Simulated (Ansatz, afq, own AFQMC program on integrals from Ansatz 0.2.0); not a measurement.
## Where AFQMC and coupled cluster stand for AlHO, singlet

```xyz
3

Al    0.0000    0.0000    1.4330
O     0.0000    0.0000   -0.2415
H     0.0000    0.0000   -1.1915
```

Connectivity, by distances: Al–OH.

Basis cc-pVDZ. Noble-gas cores (and the filled d shells of Ga–Kr and In–Xe) are frozen. Ansatz 0.2.0 and our own AFQMC program on the same integrals; the CISD trial comes from CCSD amplitudes, and released means the phaseless constraint is let go. Free AFQMC starts from the CCSD state and is never constrained. Its projection time is finite, and what remains of the start isn't in its error. ± is one standard error of the sampling.

Determinant: RHF, the one that the program's search chose, which needn't be the lowest solution. The geometry is a point of a scan.

No full CI on the walks' own integrals is used here; CCSDT(Q) serves as the reference and is uncertain by about the last step of the cluster series.

* T1 diagnostic: 0.0184
* weight of the determinant in the CISD state: 0.889
* size of the correlated space: 10 electrons in 31 orbitals

```tsv
level	correlation energy (eV)
MP2	-6.4541
CCSD	-6.8941
CCSD(T)	-7.0486
```

Task: Estimate where free-projection AFQMC lies against CCSD(T) on the same integrals.

Result: 0.44 ± 0.48 mEh below CCSD(T). The gap is under twice the noise, so this walk alone can't tell the two apart.

Reference: CCSDT(Q), correlation energy -7.082 eV. The released energy is read at 2.40 1/Eh (meV from the phaseless value at times in 1/Eh: 2 ± 13 at 0.24, 0 ± 9 at 0.51, -4 ± 10 at 0.99, -6 ± 11 at 1.62, 0 ± 15 at 2.40).

| level | E − E(reference) (mEh) | share of correlation (%) |
| --- | --- | --- |
| CCSD(T) | 1.22 | 99.53 |
| CCSDT | 0.80 | 99.69 |
| ph-AFQMC/HF | -2.33 ± 1.81 | 100.90 |
| ph-AFQMC/CISD | 0.09 ± 0.41 | 99.97 |
| released AFQMC | 0.07 ± 0.54 | 99.97 |
| free AFQMC | 0.78 ± 0.48 | 99.70 |

Free projections are given only where their last times agree within the noise and don't stop above the reference; a slow remainder of the start can still hide under it. A walk keeps the symmetry of its determinant, which the program's search chose and which needn't be the lowest solution, so a lower state of the same spin and another symmetry isn't excluded. Released energies are given only where the last usable release times agree within the noise; a slower fall can still hide under it.
